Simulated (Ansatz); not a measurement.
## Worked example: correlation energy of Cl–Al–PH, singlet

Geometry: displaced at random from a stationary point.

```xyz
4

Cl    0.0646   -0.2796    2.5488
Al   -0.1003   -0.3206    0.4834
P    -0.0237   -0.3812   -1.6607
H     0.0594    0.9815   -1.3715
```

Basis cc-pVDZ; Ansatz 0.2.0. Correlated methods freeze the noble-gas cores, which leaves 16 electrons in 44 orbitals. R marks a restricted (for open shells ROHF) determinant.

Full CI isn't at hand for all of this; RCCSDT(Q) serves as the reference, and is uncertain by the last step of the cluster series or more.

RCCSD has a T1 diagnostic of 0.017 and a largest doubles amplitude of 0.07.

Runs differ by some tens of microhartree through their thresholds, so steps under 0.03 kcal/mol mean nothing.

```json
{"level": "RHF", "total energy (hartree)": "-1042.776967"}
{"level": "RMP2", "total energy (hartree)": "-1043.084477"}
{"level": "RCCSD", "total energy (hartree)": "-1043.116395"}
{"level": "RCCSD(T)", "total energy (hartree)": "-1043.128405"}
{"level": "RCCSDT", "total energy (hartree)": "-1043.129605"}
{"level": "RCCSDT(Q)", "total energy (hartree)": "-1043.130714"}
```

Problem. What is the correlation energy at RCCSDT(Q), and what share of it do RMP2 and RCCSD recover?

Solution. E(corr) = -1043.130714 − (-1042.776967) = -0.353747 hartree = -9.626 eV. RMP2: -0.307510 / -0.353747 = 86.93 %. RCCSD: -0.339428 / -0.353747 = 95.95 %.

Problem. By how many kcal/mol does RCCSD(T) miss RCCSDT(Q) (1 hartree = 627.509 kcal/mol), and which steps make up the rest?

Solution. -1043.128405 − (-1043.130714) = 0.002309 hartree = 1.45 kcal/mol. Steps: RCCSDT − RCCSD(T) = -0.75, RCCSDT(Q) − RCCSDT = -0.70 kcal/mol. Differences between like states or geometries often cancel part of this.
